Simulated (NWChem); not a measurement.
## Correlation energy of fluoromethane (CH3F)

```xyz
5

C      0.6088    -0.1106     0.0000
F     -0.7327     0.1332     0.0000
H      0.8879    -0.6879     0.8972
H      0.8879    -0.6879    -0.8972
H      1.1658     0.8411     0.0000
```
Charge 0, spin multiplicity 1.

Program: NWChem. Structure: optimised with PBE0/def2-SVP, a minimum by its harmonic frequencies.

Basis set: cc-pVTZ. Each correlation energy counts from its own Hartree-Fock reference.

The correlated methods keep 2 core orbitals frozen. Coupled-cluster values serve here as a point of comparison, not as the truth.

### Question
Order these methods by the correlation energy they give, lowest first: CCSD+T(CCSD), SCS-MP2, CR-CCSD[T], CCSD, MP2.

### Answer
CCSD+T(CCSD) (-464.2 mHa), CR-CCSD[T] (-461.9 mHa), CCSD (-450.4 mHa), MP2 (-434.1 mHa), SCS-MP2 (-432.7 mHa)
